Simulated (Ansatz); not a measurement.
`C=CC1=CC1` + `CC(O)F` → `C=COC(C)F` + `C1=CC1`  (substitution at a C–C bond)

Computed with Ansatz on PBE0-D4/def2-TZVP structures; ΔE is electronic, products minus reactants. CCSD(T)/CBS adds triple-zeta CCSD(T) − MP2 to the extrapolated MP2 energy (def2 sets, frozen cores). This one scheme is used for every species. DFT in def2-TZVPP. One conformer a species, not always the lowest.

`C=CC1=CC1`:

```xyz
11

C     1.756   -0.076    0.873
C     0.476    0.227    1.089
C    -0.522    0.120    0.073
C    -1.744    0.229   -0.343
C    -0.756   -0.253   -1.358
H     2.088   -0.422   -0.100
H     2.499    0.012    1.656
H     0.150    0.573    2.066
H    -2.775    0.477   -0.159
H    -0.749   -1.306   -1.647
H    -0.424    0.420   -2.150
```

`CC(O)F`:

Cartesian coordinates in Å:
```
C -0.034 -1.020 0.113
C 0.220 0.435 -0.147
O -0.931 1.148 0.100
F 1.229 0.880 0.701
H -0.396 -1.145 1.135
H -0.788 -1.395 -0.580
H 0.886 -1.589 -0.016
H 0.601 0.619 -1.161
H -0.787 2.067 -0.145
```

`C=COC(C)F`:

Z-matrix (Å, degrees):
```
C
C 1 1.499
F 1 1.382 2 109.1
O 1 1.385 2 108.8 3 119.6
H 1 1.097 2 113.3 3 -118.1
H 2 1.091 1 109.6 3 -62.0
H 2 1.090 1 109.7 3 58.0
H 2 1.090 1 110.0 3 178.0
C 4 1.359 1 117.9 2 167.3
C 9 1.326 4 128.0 1 11.4
H 9 1.084 4 109.8 1 -168.6
H 10 1.081 9 123.5 4 3.4
H 10 1.081 9 118.4 4 -178.4
```

`C1=CC1`:

Cartesian coordinates in Å:
```
C -0.791 -0.378 0.007
C 0.100 -0.070 -0.869
C 0.439 0.285 0.547
H -1.749 -0.805 0.249
H 0.430 -0.050 -1.893
H 0.394 1.326 0.868
H 1.177 -0.307 1.089
```

CCSD(T)/CBS gives +0.64 eV.

(1) Another level gave +0.65 eV. Which?
A. MP2/def2-TZVPP
B. ωB97M-V/def2-TZVPP
C. HF/def2-TZVPP
D. r2SCAN0-D4/def2-TZVPP

(2) What do rigid-rotor, harmonic-oscillator terms from PBE0-D4/def2-TZVP frequencies (298.15 K, 1 bar) make of the CCSD(T)/CBS value? (An estimate is asked.)

Largest T1 diagnostic among the species: 0.012.

## Answers

(1) D. r2SCAN0-D4 0.65, MP2/def2-TZVPP 0.70, ωB97M-V 0.57, HF/def2-TZVPP 0.61 eV.

(2) Ansatz gave: ΔZPE = -0.02 eV, ΔH = +0.62 eV, ΔS = -12 J/(mol·K), ΔG = +0.66 eV.

Leaving LDA and LC-ωPBE aside and taking each functional with its dispersion term where it has one, the values, not all of them listed here, spread over 0.13 eV, from ωB97X-V to revPBE-D4. LDA lies −0.07 eV from PBE without D4. At CCSD(T), def2-SVP lies −0.07 eV from the extrapolated value and def2-TZVPP −0.02 eV.
